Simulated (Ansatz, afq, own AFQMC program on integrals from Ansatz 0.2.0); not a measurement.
SiGeS, triplet in cc-pVDZ, levels against CCSDT(Q)

```xyz
3

Ge    0.2752    0.0000    1.3339
Si   -0.8213    0.0000   -0.7026
S     0.0960    0.0000   -2.4063
```

Connectivity, by distances: Ge–Si–S.

Basis cc-pVDZ. Only valence electrons are correlated. Ansatz 0.2.0 and our own AFQMC program on the same integrals; the CISD trial comes from CCSD amplitudes, and released means the phaseless constraint is let go. Uncertainties: one standard error, sampling alone. No spin–orbit coupling.

Determinant: ROHF, the one that the program's search chose, which needn't be the lowest solution. The geometry is a point of a scan.

No full CI on the walks' own integrals is used here; CCSDT(Q) serves as the reference and is uncertain by about the last step of the cluster series.

Cautions: no relativity below Rb; no spin-orbit coupling; inner d shell frozen; lower spins were not checked; higher spins were not checked; a spin-contaminated unrestricted determinant lies lower (UHF 256 meV lower, ⟨S²⟩ 2.18); the released energies are still falling, so no released level is given (meV from the phaseless value at times in 1/Eh: 35 ± 30 at 0.24, 11 ± 22 at 0.51, 14 ± 23 at 0.99, -17 ± 26 at 1.62, -77 ± 36 at 2.40), though the last usable value meets CCSDT(Q) within the noise.

The T1 diagnostic is 0.0361, the weight of the determinant in the CISD state is 0.795 and the size of the correlated space is 14 electrons in 39 orbitals.

```
  level  correlation energy (eV)
    MP2                  -7.3794
   CCSD                  -8.2206
CCSD(T)                  -8.6655
```

Task: Estimate where phaseless AFQMC with a CISD trial lies against CCSD(T) on the same integrals.

Result: 1.09 ± 0.69 kcal/mol below CCSD(T). The gap is under twice the noise, so this walk alone can't tell the two apart.

Reference: CCSDT(Q), correlation energy -8.757 eV.

| level | E − E(reference) (kcal/mol) | share of correlation (%) |
| --- | --- | --- |
| CCSD(T) | 2.12 | 98.95 |
| CCSDT | 0.91 | 99.55 |
| ph-AFQMC/CISD | 1.03 ± 0.69 | 99.49 |

A walk keeps the symmetry of its determinant, which the program's search chose and which needn't be the lowest solution, so a lower state of the same spin and another symmetry isn't excluded.
